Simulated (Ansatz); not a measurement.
**[AlFH3]- (AlH₃F−): an energy map over bond length Al1–H4 and angle H4–Al1–F2**

How does the energy of [AlFH3]- (AlFH3), charge −1 change over two coordinates at once? A grid of runs gives the map.

Computed with Ansatz 0.2.0. Level: RKS PBE0-D4/def2-TZVPD.

**1. The starting structure**

5 atoms, charge -1, spin multiplicity 1.

Atoms are counted from 1 here; the program's logs count them from 0.

Bond lengths: Al1–F2 1.775 Å, Al1–H3 1.650 Å, Al1–H4 1.650 Å, Al1–H5 1.650 Å. Angles: F2–Al1–H3 108.1°, F2–Al1–H4 108.1°, F2–Al1–H5 108.1°, H3–Al1–H4 110.8°, H3–Al1–H5 110.8°, H4–Al1–H5 110.8°.

Coordinates:

```xyz
5

Al   -0.0002    0.0006   -0.0468
F     0.0116   -0.0200    1.7276
H     1.5645    0.0116   -0.5709
H    -0.7923    1.3619   -0.5392
H    -0.7836   -1.3540   -0.5707
```

This geometry comes from a loose relaxation at PBE in a small basis, which is not shown.

**2. The minimum at this level**

Input file input.yaml:

```yaml
crystal:
  periodic: [false, false, false]
  atoms:
    - { symbol: Al, position_ang: [-0.000231, 0.000565, -0.046812] }
    - { symbol: F, position_ang: [0.011621, -0.019999, 1.727598] }
    - { symbol: H, position_ang: [1.564453, 0.011601, -0.57086] }
    - { symbol: H, position_ang: [-0.792289, 1.361863, -0.539233] }
    - { symbol: H, position_ang: [-0.783555, -1.354029, -0.570683] }
total_charge: -1
basis:
  gaussian: { orbitals: def2-TZVPD }
hamiltonian:
  xc: pbe0
  dispersion: d4
output:
  forces: true
relax:
  f_tol: 0.003
  max_steps: 120
```

Command:

```console
ansatz run input.yaml --threads 1 --pin off --max-ram 2560MiB --backend cpu --events-out ev --progress --plain --runs-dir out
```

Log, shortened:

```text
Warning: RAYON_NUM_THREADS=1 ignored (pool sized by the plan → 1); use --threads N
[...]
Functional definition: PBE0
[...]
644 factors; their error is unknown
[...]
mean field -9361.20038153 eV, -344.0177687717 hartree, gradient 1.5e-5 eV, S^2 0.000000; 0 other end points of the search recorded, 0 dependent functions left out
[...]
reference -9361.20041908 eV, -344.0177701517 hartree; 13, 13 occupied and 97, 97 virtual orbitals, 644 factors
relax step   1: F+E_penalty+E_count = -9361.26070105 eV  Δ(F+E_penalty+E_count) = +0.000e0 eV  max|allowed force component| = 8.945e-1 eV/Å  Δτ_max = 0.0000 Å  (22 SCF iters, accepted)
[...]
relax step   4: F+E_penalty+E_count = -9361.28735127 eV  Δ(F+E_penalty+E_count) = -1.114e-4 eV  max|allowed force component| = 5.090e-3 eV/Å  Δτ_max = 0.0024 Å  (18 SCF iters, accepted)
[...]
relax step   5: F+E_penalty+E_count = -9361.28735329 eV  Δ(F+E_penalty+E_count) = -2.029e-6 eV  max|allowed force component| = 1.716e-4 eV/Å  Δτ_max = 0.0004 Å  (17 SCF iters, accepted)
644 factors; their error is unknown
mean field -9361.22653148 eV, -344.0187297647 hartree, gradient 1.9e-5 eV, S^2 0.000000; 1 other end points of the search recorded, 0 dependent functions left out
[...]
reference -9361.22656931 eV, -344.0187311548 hartree; 13, 13 occupied and 97, 97 virtual orbitals, 644 factors
Total energy: -9361.28739112 eV, -344.0209663152 hartree
Atom 0 at    -0.000209     0.000354    -0.030600 Å, force     0.000015     0.000002     0.000157 eV/Å
Atom 1 at     0.011441    -0.019546     1.690126 Å, force    -0.000006    -0.000004     0.000172 eV/Å
Atom 2 at     1.553410     0.011506    -0.563654 Å, force    -0.000103    -0.000001    -0.000113 eV/Å
Atom 3 at    -0.786639     1.352324    -0.532306 Å, force     0.000046    -0.000091    -0.000110 eV/Å
Atom 4 at    -0.778004    -1.344636    -0.563556 Å, force     0.000047     0.000094    -0.000106 eV/Å
Dipole moment:     0.002376    -0.004064     0.351326 e Å
```

Run time: 9.4 s. Hardware: 1 thread of Arm Neoverse V2, shared host; peak memory 0.16 GiB.

The steps of the relaxation:

| step | energy from step 1 (eV) | largest force component (eV/Å) |
| --- | --- | --- |
| 1 | 0.0000 | 0.8945 |
| 2 | -0.0158 | 0.6141 |
| 3 | -0.0265 | 0.0432 |
| 4 | -0.0267 | 0.0051 |
| 5 | -0.0267 | 0.0002 |

Close pairs (by a distance rule), those that changed most:

| bond | before (Å) | after (Å) | change (Å) |
| --- | --- | --- | --- |
| Al1–F2 | 1.775 | 1.721 | -0.054 |
| Al1–H3 | 1.650 | 1.643 | -0.008 |
| Al1–H4 | 1.650 | 1.643 | -0.008 |
| Al1–H5 | 1.650 | 1.643 | -0.008 |

**3. Setting up the map**

First coordinate, bond length Al1–H4: 15 values from 1.347 to 2.464 Å. Second coordinate, angle H4–Al1–F2: 15 values from 73.6 to 143.6 °.

Nothing else is relaxed (all other coordinates rigid). Energies count from the relaxed molecule at the same level.

Below, 3 of the grid's runs; all are launched alike.

**4. Grid point bond length Al1–H4 = 1.666 Å, angle H4–Al1–F2 = 108.6°**

Input file input.yaml:

```yaml
crystal:
  periodic: [false, false, false]
  atoms:
    - { symbol: Al, position_ang: [-0.000209, 0.000354, -0.0306] }
    - { symbol: F, position_ang: [0.011441, -0.019546, 1.690126] }
    - { symbol: H, position_ang: [1.55341, 0.011506, -0.563654] }
    - { symbol: H, position_ang: [-0.797649, 1.371251, -0.540781] }
    - { symbol: H, position_ang: [-0.778004, -1.344636, -0.563556] }
total_charge: -1
basis:
  gaussian: { orbitals: def2-TZVPD }
hamiltonian:
  xc: pbe0
  dispersion: d4
output:
  forces: true
```

Command:

```console
ansatz run input.yaml --threads 1 --pin off --max-ram 2560MiB --backend cpu --events-out ev --progress --plain --runs-dir out
```

Log, shortened:

```text
Warning: RAYON_NUM_THREADS=1 ignored (pool sized by the plan → 1); use --threads N
[...]
Functional definition: PBE0
[...]
644 factors; their error is unknown
[...]
mean field -9361.22386771 eV, -344.0186318731 hartree, gradient 1.4e-5 eV, S^2 0.000000; 0 other end points of the search recorded, 0 dependent functions left out
[...]
reference -9361.22390563 eV, -344.0186332665 hartree; 13, 13 occupied and 97, 97 virtual orbitals, 644 factors
Total energy: -9361.28469874 eV, -344.0208673720 hartree
Atom 0 at    -0.000209     0.000354    -0.030600 Å, force    -0.094319     0.162176    -0.059925 eV/Å
Atom 1 at     0.011441    -0.019546     1.690126 Å, force    -0.003289     0.005636    -0.015355 eV/Å
Atom 2 at     1.553410     0.011506    -0.563654 Å, force    -0.010066     0.005858     0.002103 eV/Å
Atom 3 at    -0.797649     1.371251    -0.540781 Å, force     0.107793    -0.185323     0.071066 eV/Å
Atom 4 at    -0.778004    -1.344636    -0.563556 Å, force    -0.000120     0.011652     0.002111 eV/Å
Dipole moment:     0.009761    -0.016760     0.355585 e Å
```

Run time: 1.7 s. Hardware: 1 thread of Arm Neoverse V2, shared host; peak memory 0.15 GiB.

Energy on the map's scale: 0.26 kJ/mol.

**5. The run at bond length Al1–H4 = 1.985 Å, angle H4–Al1–F2 = 128.6°**

Changes to input.yaml since step 4:

```diff
@@ -6,3 +6,3 @@
     - { symbol: H, position_ang: [1.55341, 0.011506, -0.563654] }
-    - { symbol: H, position_ang: [-0.797649, 1.371251, -0.540781] }
+    - { symbol: H, position_ang: [-0.788527, 1.355516, -1.248103] }
     - { symbol: H, position_ang: [-0.778004, -1.344636, -0.563556] }
```

Command:

```console
ansatz run input.yaml --threads 1 --pin off --max-ram 2560MiB --backend cpu --events-out ev --progress --plain --runs-dir out
```

Log, shortened:

```text
Warning: RAYON_NUM_THREADS=1 ignored (pool sized by the plan → 1); use --threads N
[...]
Functional definition: PBE0
[...]
644 factors; their error is unknown
[...]
mean field -9360.64932715 eV, -343.9975178968 hartree, gradient 2.9e-5 eV, S^2 0.000000; 0 other end points of the search recorded, 0 dependent functions left out
[...]
reference -9360.64936683 eV, -343.9975193551 hartree; 13, 13 occupied and 97, 97 virtual orbitals, 644 factors
Total energy: -9360.71911879 eV, -344.0000826923 hartree
Atom 0 at    -0.000209     0.000354    -0.030600 Å, force    -0.194484     0.334255    -1.581620 eV/Å
Atom 1 at     0.011441    -0.019546     1.690126 Å, force    -0.234387     0.402915    -0.319186 eV/Å
Atom 2 at     1.553410     0.011506    -0.563654 Å, force    -0.044360     0.034947     0.229782 eV/Å
Atom 3 at    -0.788527     1.355516    -1.248103 Å, force     0.481666    -0.827975     1.441239 eV/Å
Atom 4 at    -0.778004    -1.344636    -0.563556 Å, force    -0.008435     0.055857     0.229784 eV/Å
Dipole moment:     0.053895    -0.092611     0.643128 e Å
```

It took 1.6 s on 1 thread of Arm Neoverse V2, shared host; peak memory 0.15 GiB.

That is 55 kJ/mol from the zero.

**6. Grid point bond length Al1–H4 = 2.065 Å, angle H4–Al1–F2 = 108.6°**

Changes to input.yaml since step 5:

```diff
@@ -6,3 +6,3 @@
     - { symbol: H, position_ang: [1.55341, 0.011506, -0.563654] }
-    - { symbol: H, position_ang: [-0.788527, 1.355516, -1.248103] }
+    - { symbol: H, position_ang: [-0.988633, 1.699575, -0.662968] }
     - { symbol: H, position_ang: [-0.778004, -1.344636, -0.563556] }
```

Command:

```console
ansatz run input.yaml --threads 1 --pin off --max-ram 2560MiB --backend cpu --events-out ev --progress --plain --runs-dir out
```

Log, shortened:

```text
Warning: RAYON_NUM_THREADS=1 ignored (pool sized by the plan → 1); use --threads N
[...]
Functional definition: PBE0
[...]
644 factors; their error is unknown
[...]
mean field -9360.69730437 eV, -343.9992810272 hartree, gradient 2.4e-5 eV, S^2 0.000000; 0 other end points of the search recorded, 0 dependent functions left out
[...]
reference -9360.69734470 eV, -343.9992825094 hartree; 13, 13 occupied and 97, 97 virtual orbitals, 644 factors
Total energy: -9360.76872085 eV, -344.0019055343 hartree
Atom 0 at    -0.000209     0.000354    -0.030600 Å, force    -0.667015     1.146705    -0.359829 eV/Å
Atom 1 at     0.011441    -0.019546     1.690126 Å, force    -0.048422     0.083215    -0.262571 eV/Å
Atom 2 at     1.553410     0.011506    -0.563654 Å, force    -0.169860     0.115193     0.023264 eV/Å
Atom 3 at    -0.988633     1.699575    -0.662968 Å, force     0.901455    -1.549724     0.575874 eV/Å
Atom 4 at    -0.778004    -1.344636    -0.563556 Å, force    -0.016159     0.204611     0.023262 eV/Å
Dipole moment:     0.153995    -0.264715     0.432234 e Å
```

It took 1.6 s on 1 thread of Arm Neoverse V2, shared host; peak memory 0.15 GiB.

On the map this point reads 50 kJ/mol.

**7. Energy over the grid**

225 points were computed. Energies in kJ/mol, from the relaxed molecule at the same level:

```
angle H4–Al1–F2 (°) ↓, bond length Al1–H4 (Å) →  1.347  1.427  1.506  1.586  1.666  1.746  1.826  1.905  1.985  2.065  2.145  2.224  2.304  2.384  2.464
                                          143.6    134     99     77     67     64     66     73     82     92    104    117    129    142    155    168
                                          138.6    117     81     60     50     47     50     57     67     78     90    103    116    130    143    156
                                          133.6    102     66     46     35     33     37     44     54     65     78     92    105    119    133    147
                                          128.6     89     54     33     24     22     25     33     43     55     68     82     96    111    125    139
                                          123.6     79     44     24     14     12     16     24     35     47     60     75     89    104    118    133
                                          118.6     72     37     17      7      6     10     18     28     41     55     69     84     99    114    128
                                          113.6     68     33     13      3      2      6     14     25     37     51     66     81     96    111    125
                                          108.6     66     31     11      2      0      5     13     23     36     50     65     80     95    110    125
                                          103.6     68     33     13      3      2      6     14     25     37     51     66     81     96    111    126
                                           98.6     73     37     17      8      6     10     18     29     41     55     70     85    100    114    129
                                           93.6     81     46     25     15     14     17     25     36     48     61     76     91    105    120    134
                                           88.6     93     57     37     27     25     28     36     46     58     71     85     99    114    128    142
                                           83.6    109     73     52     42     39     43     50     59     71     83     97    111    125    139    152
                                           78.6    130     94     72     61     58     61     67     76     87     99    112    125    139    152    165
                                           73.6    156    119     97     86     82     84     90     98    108    119    131    144    156    169    181
```

On the same grid, largest force on an atom (eV/Å):

```csv
"angle H4–Al1–F2 (°) ↓, bond length Al1–H4 (Å) →",1.347,1.427,1.506,1.586,1.666,1.746,1.826,1.905,1.985,2.065,2.145,2.224,2.304,2.384,2.464
143.6,6.1,3.9,2.5,1.9,1.9,2.0,2.2,2.2,2.3,2.3,2.3,2.2,2.1,2.0,2.0
138.6,6.0,3.8,2.3,1.7,1.6,1.8,1.9,2.0,2.1,2.1,2.0,2.0,1.9,1.8,1.7
133.6,5.9,3.7,2.2,1.5,1.4,1.5,1.7,1.8,1.8,1.9,1.9,1.9,1.9,1.8,1.8
128.6,5.8,3.6,2.1,1.3,1.1,1.3,1.4,1.5,1.7,1.9,1.9,1.9,1.9,1.9,1.8
123.6,5.8,3.6,2.0,1.0,0.8,1.0,1.3,1.5,1.7,1.9,1.9,1.9,1.9,1.9,1.8
118.6,5.8,3.5,1.9,0.8,0.6,0.9,1.3,1.5,1.7,1.9,1.9,2.0,1.9,1.9,1.9
113.6,5.7,3.5,1.9,0.7,0.3,0.9,1.3,1.5,1.7,1.9,1.9,2.0,2.0,1.9,1.9
108.6,5.7,3.5,1.9,0.6,0.2,0.8,1.3,1.5,1.7,1.9,1.9,2.0,2.0,1.9,1.9
103.6,5.8,3.5,1.9,0.7,0.4,0.9,1.3,1.5,1.7,1.9,1.9,2.0,2.0,1.9,1.9
98.6,5.8,3.5,1.9,0.8,0.6,1.0,1.3,1.5,1.7,1.9,1.9,2.0,2.0,1.9,1.9
93.6,5.9,3.6,2.0,1.0,0.8,1.2,1.5,1.6,1.8,1.9,1.9,2.0,1.9,1.9,1.9
88.6,5.9,3.7,2.2,1.2,1.0,1.4,1.6,1.8,1.9,2.0,1.9,2.0,1.9,1.9,1.8
83.6,6.1,3.9,2.4,1.5,1.2,1.6,1.8,2.0,2.1,2.1,2.1,2.1,2.0,2.0,1.9
78.6,6.2,4.1,2.7,1.8,1.5,1.7,2.0,2.1,2.2,2.3,2.3,2.3,2.2,2.1,2.1
73.6,6.5,4.4,3.0,2.2,1.9,1.8,2.1,2.2,2.4,2.4,2.4,2.4,2.4,2.3,2.2
```

**8. Summary of results**

| quantity | value |
| --- | --- |
| lowest point | bond length Al1–H4 = 1.666 Å, angle H4–Al1–F2 = 108.6°, 0.26 kJ/mol |
| highest computed point | bond length Al1–H4 = 2.464 Å, angle H4–Al1–F2 = 73.6°, 181 kJ/mol above the lowest |
| largest force on an atom (eV/Å) | 0.2 at bond length Al1–H4 = 1.666 Å, angle H4–Al1–F2 = 108.6° to 6.5 at bond length Al1–H4 = 1.347 Å, angle H4–Al1–F2 = 73.6°; 0.2 at the lowest point |
| time for the whole task | 6.3 min on 1 thread, shared host |

What this shows: The lowest computed point is at bond length Al1–H4 = 1.666 Å, angle H4–Al1–F2 = 108.6°, 0.26 kJ/mol from the relaxed molecule at the same level. The grid is coarse, so the lowest point of the scanned range may lie between grid points; coordinates that were held can hide deeper minima. No other kind of well shows on this grid. The highest computed point, bond length Al1–H4 = 2.464 Å, angle H4–Al1–F2 = 73.6°, lies 181 kJ/mol above the lowest. Round the minimum the two coordinates are nearly uncoupled.
